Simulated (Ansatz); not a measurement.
Calculated with Ansatz (gas phase, PBE0-D4/def2-TZVP geometries, no zero-point term in ΔE). CCSD(T)/CBS is the MP2 limit (def2-TZVPP, def2-QZVPP) plus CCSD(T) − MP2 in def2-TZVPP, frozen cores. This one scheme is used for every species. Double bonds are as drawn, so ΔE can hold a change between cis and trans. DFT in def2-TZVPP. Triplets are unrestricted, without spin–orbit coupling. Each species was taken in one conformer, which may not be the lowest.

Reaction (formal loss of a carbene): `C/C=C/C(C)C` → `C/C=C/CC` + `[CH2]` (triplet)

```csv
level,ΔE (eV)
revPBE,4.19
r2SCAN,4.28
CAM-B3LYP,4.42
MP2/def2-QZVPP,4.66
```

Q: What does CCSD(T)/CBS give? (Best estimate.)

A: Ansatz gave: +4.56 eV. The listed levels differ from it by -0.37, -0.28, -0.14, 0.10 eV.

Largest T1 diagnostic among the species: 0.011.

From PBE to PBE0 (25 % exact exchange), in def2-TZVPP and without D4, ΔE moves by −0.07 eV. Leaving LDA and LC-ωPBE aside and taking each functional with its dispersion term where it has one, the values, not all of them listed here, spread over 0.38 eV, from r2SCAN0-D4 to ωB97X-V. LDA lies +0.84 eV from PBE without D4. In def2-TZVPP, CCSD(T) changes the Hartree–Fock value by +1.50 eV (the triples alone add +0.13 eV) and MP2 by +1.65 eV.
